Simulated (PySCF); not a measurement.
# From orbital energies to excitation energies

C3H8O2.
InChI=1S/C3H8O2/c1-4-3-5-2/h3H2,1-2H3

The calculation used TDDFT CAM-B3LYP/aug-cc-pVTZ, vertical, gas phase, core orbitals frozen in the response in PySCF. One conformer (not necessarily the lowest) at the PBE0-D3(BJ)/def2-TZVP geometry, without solvent, vibrations or thermal averaging. Torsions of this conformer, `[CH3:1][O:2][CH2:3][O:4][CH3:5]`: C1–O2–C3–O4 -67°, O2–C3–O4–C5 -67°.

Orbital energies (eV): HOMO-3 -11.70, HOMO-2 -10.23, HOMO-1 -9.47, HOMO -9.38, LUMO 0.30, LUMO+1 0.59, LUMO+2 0.70.

Problem. Among the lowest singlets, which states do these configurations lead, and at what energies: HOMO→LUMO, HOMO-1→LUMO+2, HOMO-1→LUMO?

Solution. 

```
state  leading configuration  weight  Δε (eV)  E (eV)  E − Δε (eV)       f  other configurations
   S1              HOMO→LUMO    0.78     9.69    7.19        -2.50  0.0079                     –
   S2            HOMO-1→LUMO    0.73     9.78    7.26        -2.51   0.017            H→L+1 (9%)
   S6          HOMO-1→LUMO+2    0.75    10.18    7.91        -2.27  0.0010                     –
```

E − Δε runs from -2.51 to -2.27 eV. Among themselves, these states come in the order of their orbital differences. Δε is the difference of the two orbital energies.

H and L stand for HOMO and LUMO. The other states: S3 7.77 eV, f 0.019, H→L+1 (48%), H→L+3 (28%); S4 7.80 eV, f 0.010, H→L+2 (45%), H-1→L+1 (21%), H-1→L+3 (9%); S5 7.85 eV, f 0.057, H→L+2 (34%), H-1→L+1 (31%), H-1→L+3 (16%); S7 8.02 eV, f 0.0099, H-2→L (31%), H-1→L+3 (24%), H-1→L+1 (13%); S8 8.04 eV, f 0.027, H→L+3 (35%), H→L+1 (25%), H-1→L (12%); S9 8.18 eV, f 0.0023, H-2→L (45%), H-1→L+1 (12%), H-1→L+3 (11%); S10 8.32 eV, f 0.0001, H→L+5 (45%), H→L+3 (14%), H-1→L+2 (8%).

Triplets, Tamm–Dancoff:

```csv
state,E (eV),λ (nm),"main configurations (H = HOMO, L = LUMO)"
T1,7.11,174.4,H→L (73%)
T2,7.16,173.1,"H-1→L (70%), H→L+1 (9%)"
T3,7.65,162.1,"H→L+1 (31%), H→L+3 (25%), H→L+5 (8%)"
T4,7.68,161.5,"H-1→L+1 (26%), H-1→L+3 (15%), H→L+2 (15%)"
```

Summed over the main configurations (up to three a state, each over 8%) of all 10 singlets, the electron leaves HOMO with weight 3.62, HOMO-1 with weight 3.07 and HOMO-2 with weight 0.76.
